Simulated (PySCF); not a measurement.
System: zinc-blende CdSe. Method: PBE (GTH pseudopotentials, Gaussian basis, DZ basis; PySCF).

The same calculation (at a fixed cell, not relaxed at this level and not confirmed as the measured one, 27.708 Å³/atom) with different numerical settings:

```
run  k mesh  gap on the mesh (eV)  total energy (eV/atom)
---  ------  --------------------  ----------------------
1     2×2×2                 0.377               -754.9835
2     3×3×3                 0.511               -755.4652
3     4×4×4                 0.549               -755.5502
```

In the column total energy (eV/atom) the first row differs from the last by +0.5667 and the next to last by +0.0850.

The last row is no converged limit: other settings stay fixed.

Spin–orbit coupling is not included.
